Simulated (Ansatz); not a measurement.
Ansatz (an electronic-structure program) input (B3LYP-D3(BJ)/def2-TZVP):

Ansatz 0.2 input:
```yaml
crystal:
  periodic: [false, false, false]
  atoms:
    - {symbol: O, position_ang: [-0.00000000, -0.00000000, -0.71416636]}
    - {symbol: F, position_ang: [0.00000000, 0.00000000, 0.63481454]}
basis:
  gaussian:
    orbitals: def2-TZVP
hamiltonian:
  xc: b3lyp
  dispersion: d3bj
magnetization: {spin_polarized: true, initial_magnetization: 1}
phonons: {temperatures: {t_min: 298.15, t_max: 298.15, t_step: 100}}
```

Output:

```
Functional definition: B3LYP
integrals: 0.01 GiB planned
307 factors; their error is unknown
mean field: 0.13 GiB planned
mean field evaluation 1: about -4760.0418 eV, gradient 1.4e1 eV
mean field evaluation 2: about -4759.1003 eV, gradient 2.3e1 eV
mean field evaluation 4: about -4760.7432 eV, gradient 1.4e0 eV
mean field evaluation 8: about -4760.7651 eV, gradient 1.7e-1 eV
mean field evaluation 16: about -4760.7652 eV, gradient 5.8e-6 eV
mean field -4760.76521247 eV, -174.9548945957 hartree, gradient 5.8e-6 eV, S^2 0.753207; 0 other end points of the search recorded, 0 dependent functions left out
the calculation of the forces begins
reference -4760.76532601 eV, -174.9548987683 hartree; 9, 8 occupied and 53, 54 virtual orbitals, 307 factors
these checks for a lower state are left out or cut short: stability, starts, cluster_reference, orbital_swaps, neighbouring_geometries, increment
integrals: 0.01 GiB planned
307 factors; their error is unknown
mean field: 0.13 GiB planned
mean field -4760.76521247 eV, -174.9548945957 hartree, gradient 1.6e-6 eV, S^2 0.753207; 0 other end points of the search recorded, 0 dependent functions left out
the calculation of the forces begins
reference -4760.76532601 eV, -174.9548987683 hartree; 9, 8 occupied and 53, 54 virtual orbitals, 307 factors
these checks for a lower state are left out or cut short: stability, starts, cluster_reference, orbital_swaps, neighbouring_geometries, increment
integrals: 0.01 GiB planned
307 factors; their error is unknown
mean field: 0.13 GiB planned
mean field evaluation 32: about -4760.7652 eV, gradient 1.6e-6 eV
mean field -4760.76521247 eV, -174.9548945957 hartree, gradient 1.6e-6 eV, S^2 0.753207; 0 other end points of the search recorded, 0 dependent functions left out
the calculation of the forces begins
reference -4760.76532601 eV, -174.9548987683 hartree; 9, 8 occupied and 53, 54 virtual orbitals, 307 factors
these checks for a lower state are left out or cut short: stability, starts, cluster_reference, orbital_swaps, neighbouring_geometries, increment
integrals: 0.01 GiB planned
307 factors; their error is unknown
mean field: 0.13 GiB planned
mean field -4760.76521247 eV, -174.9548945957 hartree, gradient 1.6e-6 eV, S^2 0.753207; 0 other end points of the search recorded, 0 dependent functions left out
the calculation of the forces begins
reference -4760.76532601 eV, -174.9548987683 hartree; 9, 8 occupied and 53, 54 virtual orbitals, 307 factors
these checks for a lower state are left out or cut short: stability, starts, cluster_reference, orbital_swaps, neighbouring_geometries, increment
integrals: 0.01 GiB planned
307 factors; their error is unknown
mean field: 0.13 GiB planned
mean field -4760.76521247 eV, -174.9548945957 hartree, gradient 1.6e-6 eV, S^2 0.753207; 0 other end points of the search recorded, 0 dependent functions left out
the calculation of the forces begins
reference -4760.76532601 eV, -174.9548987683 hartree; 9, 8 occupied and 53, 54 virtual orbitals, 307 factors
these checks for a lower state are left out or cut short: stability, starts, cluster_reference, orbital_swaps, neighbouring_geometries, increment
integrals: 0.01 GiB planned
307 factors; their error is unknown
mean field: 0.13 GiB planned
mean field -4760.76508836 eV, -174.9548900348 hartree, gradient 1.6e-6 eV, S^2 0.753196; 0 other end points of the search recorded, 0 dependent functions left out
the calculation of the forces begins
reference -4760.76520192 eV, -174.9548942081 hartree; 9, 8 occupied and 53, 54 virtual orbitals, 307 factors
these checks for a lower state are left out or cut short: stability, starts, cluster_reference, orbital_swaps, neighbouring_geometries, increment
integrals: 0.01 GiB planned
307 factors; their error is unknown
mean field: 0.13 GiB planned
mean field evaluation 64: about -4760.7651 eV, gradient 1.6e-6 eV
mean field -4760.76508816 eV, -174.9548900275 hartree, gradient 1.6e-6 eV, S^2 0.753219; 0 other end points of the search recorded, 0 dependent functions left out
the calculation of the forces begins
reference -4760.76520168 eV, -174.9548941993 hartree; 9, 8 occupied and 53, 54 virtual orbitals, 307 factors
these checks for a lower state are left out or cut short: stability, starts, cluster_reference, orbital_swaps, neighbouring_geometries, increment
integrals: 0.01 GiB planned
307 factors; their error is unknown
mean field: 0.13 GiB planned
mean field -4760.76521247 eV, -174.9548945957 hartree, gradient 1.6e-6 eV, S^2 0.753207; 0 other end points of the search recorded, 0 dependent functions left out
the calculation of the forces begins
reference -4760.76532601 eV, -174.9548987683 hartree; 9, 8 occupied and 53, 54 virtual orbitals, 307 factors
these checks for a lower state are left out or cut short: stability, starts, cluster_reference, orbital_swaps, neighbouring_geometries, increment
integrals: 0.01 GiB planned
307 factors; their error is unknown
mean field: 0.13 GiB planned
mean field -4760.76521247 eV, -174.9548945957 hartree, gradient 1.6e-6 eV, S^2 0.753207; 0 other end points of the search recorded, 0 dependent functions left out
the calculation of the forces begins
reference -4760.76532601 eV, -174.9548987683 hartree; 9, 8 occupied and 53, 54 virtual orbitals, 307 factors
these checks for a lower state are left out or cut short: stability, starts, cluster_reference, orbital_swaps, neighbouring_geometries, increment
integrals: 0.01 GiB planned
307 factors; their error is unknown
mean field: 0.13 GiB planned
mean field -4760.76521247 eV, -174.9548945957 hartree, gradient 1.6e-6 eV, S^2 0.753207; 0 other end points of the search recorded, 0 dependent functions left out
the calculation of the forces begins
reference -4760.76532601 eV, -174.9548987683 hartree; 9, 8 occupied and 53, 54 virtual orbitals, 307 factors
these checks for a lower state are left out or cut short: stability, starts, cluster_reference, orbital_swaps, neighbouring_geometries, increment
integrals: 0.01 GiB planned
307 factors; their error is unknown
mean field: 0.13 GiB planned
mean field evaluation 96: about -4760.7652 eV, gradient 1.6e-6 eV
mean field -4760.76521247 eV, -174.9548945957 hartree, gradient 1.6e-6 eV, S^2 0.753207; 0 other end points of the search recorded, 0 dependent functions left out
the calculation of the forces begins
reference -4760.76532601 eV, -174.9548987683 hartree; 9, 8 occupied and 53, 54 virtual orbitals, 307 factors
these checks for a lower state are left out or cut short: stability, starts, cluster_reference, orbital_swaps, neighbouring_geometries, increment
integrals: 0.01 GiB planned
307 factors; their error is unknown
mean field: 0.13 GiB planned
mean field -4760.76508816 eV, -174.9548900275 hartree, gradient 1.6e-6 eV, S^2 0.753219; 0 other end points of the search recorded, 0 dependent functions left out
the calculation of the forces begins
reference -4760.76520168 eV, -174.9548941993 hartree; 9, 8 occupied and 53, 54 virtual orbitals, 307 factors
these checks for a lower state are left out or cut short: stability, starts, cluster_reference, orbital_swaps, neighbouring_geometries, increment
integrals: 0.01 GiB planned
307 factors; their error is unknown
mean field: 0.13 GiB planned
mean field -4760.76508836 eV, -174.9548900348 hartree, gradient 1.6e-6 eV, S^2 0.753196; 0 other end points of the search recorded, 0 dependent functions left out
the calculation of the forces begins
reference -4760.76520192 eV, -174.9548942081 hartree; 9, 8 occupied and 53, 54 virtual orbitals, 307 factors
Total energy: -4760.77482423 eV, -174.9552478213 hartree
Atom 0 at    -0.000000    -0.000000    -0.714166 Å, force    -0.000000    -0.000000     0.000298 eV/Å
Atom 1 at     0.000000     0.000000     0.634815 Å, force     0.000000     0.000000    -0.000298 eV/Å
Dipole moment:    -0.000000    -0.000000     0.005758 e Å
Vibrations: 1115.58 cm⁻¹, zero-point energy 0.069157 eV
```
